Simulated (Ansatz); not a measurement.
# FHOSi (SMILES O=[SiH]F): single points off equilibrium

Aim: energy, forces and dipole at a structure displaced at random from a GFN2-xTB minimum, from CCSD(T) and from density functionals.

Method: single points in def2-TZVPP; program: Ansatz 0.2.0, Gaussian basis.

Cores are frozen in the correlated methods.

## Step 1: Where the work starts

SMILES `O=[SiH]F`, 4 atoms, charge 0, spin multiplicity 1.

Atoms are counted from 1 here; the program's logs count them from 0.

Bond lengths: O1–Si2 1.446 Å, Si2–F3 1.864 Å, Si2–H4 1.325 Å. Angles: O1–Si2–F3 119.1°, O1–Si2–H4 141.3°, F3–Si2–H4 98.0°.

Coordinates:

```
O     0.5950   -0.8132    1.1105
Si    0.1453    0.1053    0.0879
F    -1.3844   -0.3087   -0.8935
H     0.5704    1.1193   -0.6516
```

## Step 2: CCSD(T)/def2-TZVPP

run/in.yaml

```yaml
crystal:
  periodic: [false, false, false]
  atoms:
    - {symbol: O, position_ang: [0.595000, -0.813200, 1.110500]}
    - {symbol: Si, position_ang: [0.145300, 0.105300, 0.087900]}
    - {symbol: F, position_ang: [-1.384400, -0.308700, -0.893500]}
    - {symbol: H, position_ang: [0.570400, 1.119300, -0.651600]}
basis:
  gaussian: {orbitals: def2-TZVPP}
correlation: {method: ccsd_t}
output: {forces: true}
```

The command line of these runs was not kept.

## Step 3: PBE0-D4/def2-TZVPP

run/in.yaml, as its differences from that of step 2:

```diff
@@ -9,3 +9,3 @@
   gaussian: {orbitals: def2-TZVPP}
-correlation: {method: ccsd_t}
-output: {forces: true}
+hamiltonian: {xc: pbe0, dispersion: d4}
+output: {forces: true, orbitals: {seedname: orbitals}}
```

## Step 4: wB97M-V/def2-TZVPP

run/in.yaml, as its differences from that of step 3:

```diff
@@ -9,3 +9,3 @@
   gaussian: {orbitals: def2-TZVPP}
-hamiltonian: {xc: pbe0, dispersion: d4}
-output: {forces: true, orbitals: {seedname: orbitals}}
+hamiltonian: {xc: {name: wB97M-V}}
+output: {forces: true}
```

## Step 5: r2SCAN-D4/def2-TZVPP

run/in.yaml, as its differences from that of step 4:

```diff
@@ -9,3 +9,3 @@
   gaussian: {orbitals: def2-TZVPP}
-hamiltonian: {xc: {name: wB97M-V}}
+hamiltonian: {xc: r2scan, dispersion: d4}
 output: {forces: true}
```

## Step 6: PBE-D4/def2-TZVPP

run/in.yaml, as its differences from that of step 5:

```diff
@@ -9,3 +9,3 @@
   gaussian: {orbitals: def2-TZVPP}
-hamiltonian: {xc: r2scan, dispersion: d4}
+hamiltonian: {xc: pbe, dispersion: d4}
 output: {forces: true}
```

## Step 7: BHLYP-D4/def2-TZVPP

run/in.yaml, as its differences from that of step 6:

```diff
@@ -9,3 +9,3 @@
   gaussian: {orbitals: def2-TZVPP}
-hamiltonian: {xc: pbe, dispersion: d4}
+hamiltonian: {xc: {name: BHLYP}, dispersion: d4}
 output: {forces: true}
```

## Step 8: revPBE-D4/def2-TZVPP

run/in.yaml, as its differences from that of step 7:

```diff
@@ -9,3 +9,3 @@
   gaussian: {orbitals: def2-TZVPP}
-hamiltonian: {xc: {name: BHLYP}, dispersion: d4}
+hamiltonian: {xc: {name: revPBE}, dispersion: d4}
 output: {forces: true}
```

(Steps that only read results are left out.)

Before running it: what results should come out? Wanted: energy less free atoms, CCSD(T)/def2-TZVPP; RMS force component; RMS force error; HOMO and LUMO, PBE0-D4; T1 diagnostic.

The runs gave:

| quantity | value |
| --- | --- |
| energy less free atoms, CCSD(T)/def2-TZVPP | -322.4 kcal/mol |
| RMS force component | 3.058 to 3.305 eV/Å over the methods |
| RMS force error | PBE0-D4 0.294, wB97M-V 0.263, r2SCAN-D4 0.172, PBE-D4 0.311, BHLYP-D4 0.620, revPBE-D4 0.383 eV/Å |
| HOMO and LUMO, PBE0-D4 | -9.75 and -2.46 eV |
| T1 diagnostic | 0.019 |

**Reading.** Against CCSD(T) the functionals' energies less atoms differ by -21.6 to +12.8 kcal/mol, PBE-D4 by -21.6 kcal/mol. The reference is not at the basis limit: in triple zeta CCSD(T) underbinds, which counts against methods that bind more; the gaps are no ranking. The forces of r2SCAN-D4 come nearest to CCSD(T), those of BHLYP-D4 are farthest. Frozen-core CCSD(T) forces in triple zeta carry basis errors of their own, and this is one geometry, so small gaps rank nothing.
